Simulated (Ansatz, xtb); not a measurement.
**Two isomers of CHFOS**

Structure I: `OC(F)=S`, a singlet. Structure II: `O=C(F)S`, a singlet. Both are isolated molecules in the gas phase, relaxed with B3LYP/6-31G*; the shapes shown needn't be the lowest conformers.

I (Å):

```xyz
5

C    -2.4530   -1.3037   -0.3301
F    -1.3619   -1.2215   -1.1142
O    -3.4853   -1.7354   -1.0419
S    -2.4554   -0.9213    1.2429
H    -3.2011   -1.8886   -1.9632
```

II (Å):

```yaml
atoms:
  - { symbol: C, position_ang: [-2.7819, -1.5169, -1.1869] }
  - { symbol: F, position_ang: [-1.5385, -1.0438, -1.4244] }
  - { symbol: O, position_ang: [-3.5241, -1.8418, -2.0553] }
  - { symbol: S, position_ang: [-3.1453, -1.5851, 0.5520] }
  - { symbol: H, position_ang: [-1.9579, -1.1059, 0.9745] }
```

Quicker runs give these differences E(II) − E(I): GFN2-xTB −0.314 eV; HF/STO-3G −0.565 eV (at GFN2-xTB geometries); r2SCAN-D4/def2-SVP −0.474 eV (at GFN2-xTB geometries).

Q: Estimate E(II) − E(I) at the level CCSD(T)/def2-TZVPP.

A: Calculated at CCSD(T)/def2-TZVPP: E(II) − E(I) = −0.472 eV, so structure II lies lower.

How the difference moves with the method:

```json
{"level": "GFN2-xTB", "geometry": "GFN2-xTB", "E(II) − E(I) (eV)": "−0.314", "departure from the last row (eV)": "+0.158", "job, with rough time for the two": "optimisation, 0.08 s"}
{"level": "HF/STO-3G", "geometry": "GFN2-xTB", "E(II) − E(I) (eV)": "−0.565", "departure from the last row (eV)": "−0.093", "job, with rough time for the two": "single point, 0.24 s"}
{"level": "r2SCAN-D4/def2-SVP", "geometry": "GFN2-xTB", "E(II) − E(I) (eV)": "−0.474", "departure from the last row (eV)": "−0.002", "job, with rough time for the two": "single point, 3.3 s"}
{"level": "B3LYP/6-31G*", "geometry": "B3LYP/6-31G*", "E(II) − E(I) (eV)": "−0.476", "departure from the last row (eV)": "−0.004", "job, with rough time for the two": "optimisation, 28 s"}
{"level": "HF/def2-TZVPP", "geometry": "B3LYP/6-31G*", "E(II) − E(I) (eV)": "−0.561", "departure from the last row (eV)": "−0.089", "job, with rough time for the two": "part of the CCSD(T) run"}
{"level": "MP2/def2-TZVPP", "geometry": "B3LYP/6-31G*", "E(II) − E(I) (eV)": "−0.449", "departure from the last row (eV)": "+0.023", "job, with rough time for the two": "part of the CCSD(T) run"}
{"level": "CCSD(T)/def2-TZVPP", "geometry": "B3LYP/6-31G*", "E(II) − E(I) (eV)": "−0.472", "departure from the last row (eV)": "", "job, with rough time for the two": "single point, 95 s"}
```

As drawn, II has 1 C=O, 1 C–S, 1 S–H in place of 1 C–O, 1 C=S, 1 O–H.

None of the levels shown reverses the order. The largest departure from CCSD(T)/def2-TZVPP is that of GFN2-xTB, 0.158 eV.

With harmonic frequencies from B3LYP/6-31G* (ideal gas, rigid rotor, one conformer each, 298.15 K, 1 atm): on the last row, ΔE + ΔZPE = −0.546, ΔH = −0.538, ΔG = −0.553 eV.

The correlated steps freeze 8 core orbitals. Codes used: Ansatz 0.2.0, xtb 6.7.1; the last row on 1 thread of Arm Neoverse V1 on a shared host.
